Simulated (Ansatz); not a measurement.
# HNC, singlet: reading a ladder of total energies

Geometry: displaced at random from a stationary point.

```xyz
3

N     0.0844    0.0052    0.0505
C    -0.0805    0.0136   -1.1014
H    -0.0039   -0.0188    1.0509
```

Basis cc-pVDZ; Ansatz 0.2.0. Only valence electrons are correlated (noble-gas cores frozen), which leaves 10 electrons in 31 orbitals. R marks a restricted (for open shells ROHF) determinant.

Full CI isn't at hand for all of this; RCCSDT(Q) serves as the reference, and is uncertain by the last step of the cluster series or more.

RCCSD has a T1 diagnostic of 0.017 and a largest doubles amplitude of 0.08.

Runs differ by some tens of microhartree through their thresholds, so steps under 0.03 kcal/mol mean nothing.

```csv
level,total energy (hartree)
RHF,-92.865387
RMP2,-93.136320
RCCSD,-93.150703
RCCSD(T),-93.162017
RCCSDT,-93.162507
RCCSDT(Q),-93.163463
```

Task: What is the correlation energy at RCCSDT(Q), and what share of it do RMP2 and RCCSDT recover?

Result: E(corr) = -93.163463 − (-92.865387) = -0.298076 hartree = -8.111 eV. RMP2: -0.270933 / -0.298076 = 90.89 %. RCCSDT: -0.297120 / -0.298076 = 99.68 %.

Task: By how many kcal/mol does RCCSD(T) miss RCCSDT(Q) (1 hartree = 627.509 kcal/mol), and which steps make up the rest?

Result: -93.162017 − (-93.163463) = 0.001446 hartree = 0.91 kcal/mol. Steps: RCCSDT − RCCSD(T) = -0.31, RCCSDT(Q) − RCCSDT = -0.60 kcal/mol. Differences between like states or geometries often cancel part of this.
